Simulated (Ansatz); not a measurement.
Two shapes of doublet CH₃.

Shape 1:

```xyz
4

C    -0.0331   -0.0197    0.0319
H     1.0791    0.0023   -0.0487
H    -0.5446    0.9942    0.0021
H    -0.5378   -0.9206    0.0434
```

Shape 2:

```xyz
4

C    -0.0017    0.0093    0.0034
H     1.1002   -0.0008   -0.0014
H    -0.5363    0.9416   -0.0037
H    -0.5354   -0.9462   -0.0005
```

Basis set: STO-3G (spherical functions). Frozen core: 1 orbital. Charge 0, multiplicity 2.

Computed with Ansatz (development build ahead of 0.2.0); each method stands on the lowest determinant of its kind that the runs found.

Question: Which shape is lower in energy, and by how much in each method?

Answer:

| method | E(2) − E(1) (eV) |
| --- | --- |
| UHF | -0.154 |
| UHF-MP2 | -0.143 |

Shape 2 is lower.
